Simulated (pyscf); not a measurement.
This saddle point was located with ωB97X-D3(BJ)/def2-SVP in PySCF.

```xyz
10

P     -1.9525    -0.4038     0.6794
Si     0.4059     0.1539     0.5503
H     -1.6115    -1.7441     0.3425
H     -2.7552    -0.2095    -0.4794
H      0.4163    -0.5931     1.8628
H      0.6784     1.5741     0.8940
H      1.4776    -0.5445    -0.2187
Si    -0.8152     0.7757    -1.5558
H     -1.9147     1.7995    -1.3904
H     -1.4600    -0.2322    -2.4792
```

Surface: singlet, charge 0. Lowest wavenumbers (cm⁻¹): 371i, 157, 211, 257, 281.

What reaction is this the transition state of?

`[SiH3][PH2]` + `[SiH2]` [singlet] <-> `[SiH3][SiH2][PH2]`, an insertion read from left to right: P–Si broken and P–Si, Si–Si formed. At CCSD(T)/def2-TZVPP + ΔMP2(QZVPP) it lies +1.0 kcal/mol from the left side and +58.0 kcal/mol from the right (each side as separated species at their lowest minima found). On the reactant side the descent ends in a bound adduct, 11.1 kcal/mol under the separated species and 6.6 kcal/mol under the saddle at ωB97X-D3(BJ)/def2-TZVP. At ωB97X-D3(BJ) the barrier from the zero used here is -4.5 kcal/mol. One saddle was located; it need not be the lowest between these sides. The CCSD(T) − MP2 part came from Ansatz, without density fitting, on the same reference.
